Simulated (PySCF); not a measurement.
HN, SMILES [NH], multiplicity 3. Atoms are numbered in the order given.

```xyz
2

N      0.0000     0.0000    -0.1299
H      0.0000     0.0000     0.9093
```
Charge 0, spin multiplicity 3.

The structure is a stationary point at PBE0-D3(BJ)/def2-TZVPD.

Method: B3LYP/pcH-1 in PySCF.

Unrestricted Kohn–Sham, ⟨S²⟩ = 2.005. Hyperfine tensors hold the contact and dipolar terms, without spin-orbit corrections.

Computed hyperfine couplings:
```csv
nucleus,A(iso) (MHz),A(iso) (G),dipolar principal values (MHz)
14N no. 1,18.7,6.7,"-47.4, 23.7, 23.7"
1H no. 2,-57.1,-20.4,"-32.2, -32.2, 64.4"
```
